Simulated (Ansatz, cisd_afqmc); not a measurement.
Species: HO, charge 0, doublet. HO (SMILES [OH], doublet).
B3LYP-D3(BJ)/def2-TZVP minimum from Ansatz (a first-principles code):
```xyz
2

O      0.0000     0.0000    -0.1085
H      0.0000     0.0000     0.8682
```
Charge 0, spin multiplicity 2.

Total energies in aug-cc-pVQZ, 7 correlated electrons, 1 frozen orbitals. Open shells are spin-unrestricted; no spin-orbit coupling. Cores are frozen in correlated methods. No relativity. AFQMC is phaseless with a CISD trial state; ± is one standard error, without the phaseless bias. Outlying blocks are dropped, and bars are widened where a walk drifts. Over all cases where full CI ran beside it in this data, AFQMC minus full CI had a median of +0.1 mEh and passed +0.4 mEh in a tenth of the cases.

```tsv
method	program	energy (Eh)	minus CCSDT(Q) (mEh)
HF	Ansatz	-75.42633	238.66
MP2	Ansatz	-75.64655	18.44
CCSD	Ansatz	-75.65796	7.03
CCSD(T)	Ansatz	-75.66446	0.53
CCSDT(Q)	Ansatz	-75.66499	0.00
AFQMC/CISD	cisd_afqmc	-75.6648 ± 0.0002	0.2 ± 0.2
```

Rough core times of Ansatz's runs on a shared machine: CCSD(T) under 20 s, CCSDT(Q) 20 min.
